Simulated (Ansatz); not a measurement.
**H2Si–PH, triplet: reading a ladder of total energies**

Geometry: a PBE0/def2-TZVP stationary point for this spin, not checked as a minimum.

```yaml
atoms:
  - { symbol: Si, position_ang: [-0.1152, 0.0000, 1.1364] }
  - { symbol: P, position_ang: [0.1106, 0.0000, -1.0974] }
  - { symbol: H, position_ang: [0.5486, -1.2064, 1.7149] }
  - { symbol: H, position_ang: [0.5486, 1.2064, 1.7149] }
  - { symbol: H, position_ang: [-1.2866, 0.0000, -1.3719] }
```

Basis cc-pVDZ; Ansatz 0.2.0. Only valence electrons are correlated (noble-gas cores frozen), which leaves 12 electrons in 41 orbitals. Prefix R: restricted or restricted open-shell reference; prefix U: unrestricted.

Full CI isn't at hand for all of this; UCCSDT(Q) serves as the reference, and is uncertain by the last step of the cluster series or more.

UCCSD has a T1 diagnostic of 0.018 and a largest doubles amplitude of 0.05.

Runs differ by some tens of microhartree through their thresholds and, for an open shell, their frozen cores, so steps under 0.03 kcal/mol mean nothing.

```json
{"level": "UHF", "total energy (hartree)": "-631.359050"}
{"level": "UMP2", "total energy (hartree)": "-631.543512"}
{"level": "UCCSD", "total energy (hartree)": "-631.585261"}
{"level": "UCCSD(T)", "total energy (hartree)": "-631.591635"}
{"level": "UCCSDT", "total energy (hartree)": "-631.592936"}
{"level": "UCCSDT(Q)", "total energy (hartree)": "-631.593283"}
```

What is the correlation energy at UCCSDT(Q), and what share of it do UMP2 and UCCSDT recover?

E(corr) = -631.593283 − (-631.359050) = -0.234233 hartree = -6.374 eV. UMP2: -0.184462 / -0.234233 = 78.75 %. UCCSDT: -0.233886 / -0.234233 = 99.85 %.

By how many kcal/mol does UCCSD(T) miss UCCSDT(Q) (1 hartree = 627.509 kcal/mol), and which steps make up the rest?

-631.591635 − (-631.593283) = 0.001648 hartree = 1.03 kcal/mol. Steps: UCCSDT − UCCSD(T) = -0.82, UCCSDT(Q) − UCCSDT = -0.22 kcal/mol. Differences between like states or geometries often cancel part of this.
